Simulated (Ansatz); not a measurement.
A made-up structure of C2H2F (charge -1), singlet:

```xyz
5
angstrom
C 0.7255 -0.7184 -0.1685
C -0.1064 0.2896 -0.0544
F 0.1048 1.5291 -0.7253
H 0.3195 -1.5382 0.4502
H 1.5846 -1.3202 -0.3215
```

It is relaxed with PBE-D4/def2-SVPD and then PBE0-D4/def2-TZVPD (Ansatz 0.2.0). Atoms count as bonded within 1.22 times the sum of their covalent radii (H–H: 0.88 Å). The end point is not checked to be a true minimum.

(1) Does its bonding change? (A judgement: the text doesn't fix the answer.)

Answers

(1) The calculation gives: No: no bond forms or breaks.

Where it ends: The first stage lowers the energy by 1.18 eV in 10 steps. It ends as C₂H₂F ([CH2][C][F]), total charge -1:
```
5
angstrom
C 0.5911 -0.8048 -0.0096
C -0.2087 0.2784 -0.0196
F 0.4203 1.3085 -0.8040
H 0.2677 -1.6848 0.5411
H 1.5576 -0.8553 -0.5273
```

Labels in which every atom is bracketed show which atoms are joined, not bond orders.

For scale, one of the runs: PBE0-D4/def2-TZVPD relaxation, 132 basis functions, launched by `ansatz run in.yaml --threads 2 --pin off --events-out ev --progress --plain --max-ram 4352MiB`. Hardware: 2 CPU threads of an Arm Neoverse V1, shared host. Wall time about 14 s.
